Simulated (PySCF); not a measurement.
# BH₃− (doublet): geometry, EPR parameters

Wanted: the EPR parameters of BH₃− (doublet) (`[BH3-]`), by calculation.

The runs use PySCF 2.14.0, with density-fitted response routines of our own; the level of theory stands in each step. All values are computed, except where a source is named. Atoms count from 0, in the outputs and in this text.

### 1 The starting structure

4 atoms, charge -1, multiplicity 2; geometry from: GFN2-xTB.

Bonds of the start (Å): B0–H1 1.25, B0–H2 1.25, B0–H3 1.25.

### 2 Geometry optimisation at PBE0-D3(BJ)/def2-SVP

Job settings and geometry (Å):

```
{"job": {"xc": "PBE0", "basis": "def2-SVP", "d3": "d3bj", "grid": 1, "kind": "geom"}, "charge": -1, "multiplicity": 2}
B      0.008130    -0.004220     0.268470
H      1.141090    -0.369460    -0.122480
H     -0.239890     1.175760    -0.075820
H     -0.888860    -0.792550    -0.115880
```

**Question.** This job is followed by: UKS B3LYP, IGLO-III on B, pcH-1 on H, non-relativistic, mean-field spin-orbit, GIAO. What will the session give for the following? point group; rotational constants (main isotopes); g(iso) (B3LYP); ⟨S²⟩; largest a(iso) (averaged by class).

As calculated:

| quantity | value |
| --- | --- |
| point group | C3v |
| rotational constants (main isotopes) | 218.12, 218.10, 110.68 GHz |
| g(iso) (B3LYP) | 2.00244 |
| ⟨S²⟩ | 0.752 (exact 0.75) |
| largest a(iso) (averaged by class) | 11B on B0, 52.3 MHz |

What this shows: Over 3 steps the energy fell by 0.078 eV; of the close pairs, B0–H3 changed most, 1.255 to 1.235 Å. No frequency check was run at this level, so the end point may be a saddle. Most of the unpaired spin sits on B0 (1.15 e). The isotropic g lies 0.1 ppt above the free-electron value.
